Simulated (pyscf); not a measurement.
Thermochemistry of product channels of O=Si(F)–F + HF on the singlet surface, in kcal/mol, from CCSD(T)/def2-TZVPP + ΔMP2(QZVPP) energies (ideal gas, 1 atm, RRHO with modes under 100 cm⁻¹ raised to 100, one conformer, R ln 2 for chiral ones without a mode under 150 cm⁻¹). PySCF, gas phase, ωB97X-D3(BJ)/def2-SVP geometries. MP2 and CC: frozen core, UHF for open shells. ΔMP2 is the change of the MP2 total energy from the triple- to the quadruple-zeta basis.

```tsv
products	ΔE	ΔH(298 K)	ΔG(600 K)	ΔG(900 K)
O=SiH–F + F–F	+158.9	+157.3	+155.5	+154.8
HO–Si:–F [singlet] + F–F	+145.6	+145.3	+142.8	+141.7
```

These are energies of the channels, which say nothing of barriers. The CCSD(T) − MP2 part came from Ansatz, without density fitting, on the same reference.
